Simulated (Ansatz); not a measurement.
# C3H5N3: geometry and frequencies at several levels

Aim: geometry and frequencies at several levels, for C3H5N3, with the cost of each level.

Method: the levels named in each step, in Ansatz 0.2.0.

### 1 The system as given

Bond lengths: N1–C2 1.378 Å, C2–C3 1.414 Å, C3–C4 1.372 Å, C4–N5 1.347 Å, C2–N6 1.324 Å, N5–N6 1.342 Å, N1–H7 1.008 Å, N1–H8 1.009 Å, C3–H9 1.070 Å, C4–H10 1.071 Å, N5–H11 1.006 Å. Angles (14 of 16 angles, heavy atoms first): N1–C2–C3 127.0°, N1–C2–N6 122.0°, C3–C2–N6 110.8°, C2–C3–C4 104.6°, C3–C4–N5 106.9°, C4–N5–N6 112.2°, C2–N6–N5 105.5°, C2–N1–H7 114.8°, C2–N1–H8 113.1°, C2–C3–H9 127.3°, C4–C3–H9 128.1°, C3–C4–H10 131.2°, N5–C4–H10 121.9°, C4–N5–H11 128.4°.

As a file:

```xyz
11

N     2.0385    0.3024   -0.0886
C     0.6774    0.1127    0.0120
C    -0.2758    1.0290    0.5136
C    -1.4859    0.4158    0.3094
N    -1.2305   -0.7740   -0.2678
N     0.0835   -0.9763   -0.4523
H     2.4424    0.8642    0.6449
H     2.5452   -0.5504   -0.2711
H    -0.0865    1.9871    0.9511
H    -2.4845    0.7352    0.5301
H    -1.8855   -1.4767   -0.5667
```

### 2 A rough first relaxation, PBE-D4/def2-SVP

File input.yaml:

```yaml
crystal:
  periodic: [false, false, false]
  atoms:
    - { symbol: "N", position_ang: [2.03855, 0.30245, -0.08863] }
    - { symbol: C, position_ang: [0.67739, 0.11268, 0.01203] }
    - { symbol: C, position_ang: [-0.27584, 1.02903, 0.5136] }
    - { symbol: C, position_ang: [-1.48592, 0.41582, 0.30942] }
    - { symbol: "N", position_ang: [-1.23046, -0.77399, -0.26784] }
    - { symbol: "N", position_ang: [0.08352, -0.97626, -0.45229] }
    - { symbol: H, position_ang: [2.44241, 0.86423, 0.64493] }
    - { symbol: H, position_ang: [2.5452, -0.55042, -0.27112] }
    - { symbol: H, position_ang: [-0.08646, 1.98715, 0.95107] }
    - { symbol: H, position_ang: [-2.48452, 0.73524, 0.53013] }
    - { symbol: H, position_ang: [-1.88552, -1.47666, -0.56668] }
basis:
  gaussian: { orbitals: def2-SVP }
hamiltonian:
  xc: pbe
  dispersion: d4
relax:
  f_tol: 0.03
  max_steps: 200
```

Launch:

```
$ ansatz run input.yaml --threads 4 --pin off --max-ram 10240MiB --backend cpu --events-out ev --progress --plain --runs-dir out
```

Further steps of the session: Relaxation, HF/STO-3G; Frequencies, HF/STO-3G; Relaxation, HF/6-31G*; Frequencies, HF/6-31G*; Relaxation, LDA/def2-SVP; Frequencies, LDA/def2-SVP; Relaxation, PBE-D4/def2-SVP; Frequencies, PBE-D4/def2-SVP.

Before running it: what results should come out? Wanted: N1–C2 at PBE-D4/def2-SVP; C2–C3 at PBE-D4/def2-SVP; C2–N6 at PBE-D4/def2-SVP; frequencies at PBE-D4/def2-SVP.

The runs gave:

| quantity | value |
| --- | --- |
| N1–C2 at PBE-D4/def2-SVP | 1.393 Å |
| C2–C3 at PBE-D4/def2-SVP | 1.429 Å |
| C2–N6 at PBE-D4/def2-SVP | 1.344 Å |
| frequencies at PBE-D4/def2-SVP | 265 to 3583 cm⁻¹ |

In words: The N1–C2 distance spreads over 0.069 Å, from LDA/def2-SVP (shortest) to HF/STO-3G. No mode is imaginary, so the geometry is a minimum.
